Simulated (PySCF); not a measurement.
# Energy of Al⁻ (aluminium, charge -1) between two integer charges

The 3p alpha orbital of [Ne] 3s2 3p2 is emptied in steps (occupation f), with all orbitals relaxed, ending at [Ne] 3s2 3p1. Computed with PySCF 2.14 in aug-cc-pV(D+d)Z (5s4p3d, 32 functions), with the non-relativistic Hamiltonian (point nucleus). The exact energy is a straight line in f; departures are measured from the line between the end points of the same method.

| f | LDA (eV) | PBE (eV) | PBE0 (eV) | r2SCAN (eV) | LC-wPBE (eV) | BHandHLYP (eV) | TPSS (eV) | M06-2X (eV) |
| --- | --- | --- | --- | --- | --- | --- | --- | --- |
| 1 | 0.000 | 0.000 | 0.000 | 0.000 | 0.000 | 0.000 | 0.000 | 0.000 |
| 0.9 | -0.175 | -0.176 | -0.124 | -0.168 | 0.033 | -0.069 | -0.174 | -0.069 |
| 0.7 | -0.426 | -0.425 | -0.297 | -0.403 | 0.072 | -0.168 | -0.419 | -0.168 |
| 0.5 | -0.529 | -0.522 | -0.361 | -0.489 | 0.083 | -0.207 | -0.511 | -0.210 |
| 0.3 | -0.461 | -0.450 | -0.309 | -0.414 | 0.068 | -0.179 | -0.438 | -0.179 |
| 0.1 | -0.203 | -0.196 | -0.134 | -0.176 | 0.029 | -0.078 | -0.190 | -0.075 |
| 0 | 0.000 | 0.000 | 0.000 | 0.000 | 0.000 | 0.000 | 0.000 | 0.000 |

```
   method  E(f=0) − E(f=1) (eV)  −ε at f=1 (eV)  −ε at f=0.5 (eV)
      LDA                 0.637          -1.266             0.533
      PBE                 0.582          -1.331             0.507
     PBE0                 0.537          -0.815             0.500
   r2SCAN                 0.612          -1.225             0.578
  LC-wPBE                 0.477           0.866             0.464
BHandHLYP                 0.273          -0.470             0.240
     TPSS                 0.521          -1.380             0.464
   M06-2X                 0.312          -0.437             0.274
```

Orbital energy along the path (eV):

| f | LDA | PBE | PBE0 | r2SCAN | LC-wPBE | BHandHLYP | TPSS | M06-2X |
| --- | --- | --- | --- | --- | --- | --- | --- | --- |
| 1 | 1.266 | 1.331 | 0.815 | 1.225 | -0.866 | 0.470 | 1.380 | 0.437 |
| 0.9 | 0.956 | 1.012 | 0.580 | 0.904 | -0.758 | 0.357 | 1.055 | 0.313 |
| 0.7 | 0.267 | 0.299 | 0.066 | 0.205 | -0.595 | 0.081 | 0.334 | 0.053 |
| 0.5 | -0.533 | -0.507 | -0.500 | -0.578 | -0.464 | -0.240 | -0.464 | -0.274 |
| 0.3 | -1.440 | -1.389 | -1.104 | -1.400 | -0.344 | -0.591 | -1.318 | -0.664 |
| 0.1 | -2.418 | -2.313 | -1.721 | -2.190 | -0.219 | -0.962 | -2.202 | -0.973 |
| 0 | -2.918 | -2.772 | -2.022 | -2.543 | -0.156 | -1.151 | -2.640 | -1.177 |

At f = 1 the orbital energy is positive for LDA, PBE, PBE0, r2SCAN, BHandHLYP, TPSS, M06-2X: only the finite basis holds the electron.

Reference removal energy between the ground levels: 0.433 eV (measured; photodetachment measurements, as compiled on the Wikipedia data page of electron affinities). The calculation has no spin-orbit coupling.
